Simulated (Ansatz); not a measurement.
# Worked example: C3H8O + HOF → C3H8O2 + HF

Gas-phase species: C3H8O (1-propanol) `CCCO`, singlet; HOF (hypofluorous acid) `OF`, singlet; C3H8O2 `CC(O)CO`, singlet; HF (hydrogen fluoride), singlet. The partners trade H for OH: C–H and F–OH bonds give way to C–OH and F–H.

Shapes, held fixed at every level: PBE0-D4/def2-TZVP. Flexible molecules stand in one conformer, not always the lowest. Programs: Ansatz 0.2.0. The zero-point and thermal change to 298 K, harmonic and unscaled (PBE0-D4/def2-TZVP), is +1.3 kJ/mol.

At CCSD(T)/CBS estimate; 1 Eh = 2625.50 kJ/mol:

```
species  energy (Eh)
  C3H8O  -194.143418
    HOF  -175.427747
 C3H8O2  -269.315346
     HF  -100.395703
```

**Question.** Work out ΔH(298 K) of the reaction at this level.

**Answer.** 
1. Products less reactants: (-269.315346) + (-100.395703) − [(-194.143418) + (-175.427747)] = -0.139884 Eh = -367.3 kJ/mol.
2. With the thermal change: -367.3 + (+1.3) = -366.0 kJ/mol.

Other levels give -365.6 (MP2/def2-SVP) to -329.2 kJ/mol (PBE-D4/def2-TZVPP). No measured value is set beside it here. The CBS estimate extrapolates MP2 from def2-TZVPP and def2-QZVPP and adds CCSD(T) − MP2 in the triple-zeta set, cores frozen. The median of the other correlated levels is -346.4 kJ/mol.
